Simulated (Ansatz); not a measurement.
Relaxation of C$_{2}$H$_{2}$NO (6 atoms, charge 0, multiplicity 2), to a largest force component of 0.015 eV/Å in at most 40 steps.

The calculation used UKS PBE0-D4/def2-SVP in Ansatz.

```xyz
6
Properties=species:S:1:pos:R:3:forces:R:3
N -0.881 0.953 -0.245 -0.75 1.61 -0.20
C 0.301 0.479 0.089 -0.98 -1.49 -0.29
C 1.322 1.300 0.385 0.50 1.65 0.15
O 2.081 2.155 0.606 0.01 -0.77 0.00
H -1.572 0.233 -0.448 0.31 -0.37 0.09
H 0.424 -0.596 0.117 0.91 -0.62 0.26
```

Question: Where does it end, and by what steps?

Answer: The forces met the threshold. After 7 steps the energy has fallen by 0.188 eV; O4 moved furthest, 0.16 Å.

```tsv
step	energy less start (eV)	largest force component (eV/Å)	accepted
0	0.0000	1.650	yes
1	-0.1080	0.925	yes
2	-0.1697	0.474	yes
3	-0.1773	0.236	yes
4	-0.1843	0.298	yes
5	-0.1864	0.200	yes
6	-0.1876	0.023	yes
7	-0.1877	0.009	yes
```

```xyz
6
Properties=species:S:1:pos:R:3
N -0.973 0.976 -0.272
C 0.234 0.526 0.070
C 1.267 1.363 0.370
O 2.179 2.027 0.633
H -1.570 0.165 -0.447
H 0.537 -0.533 0.150
```

Time of the run: 18 s on 1 thread of Intel(R) Xeon(R) Platinum 8488C (Sapphire Rapids) (shared host), peak memory 0.17 GiB.
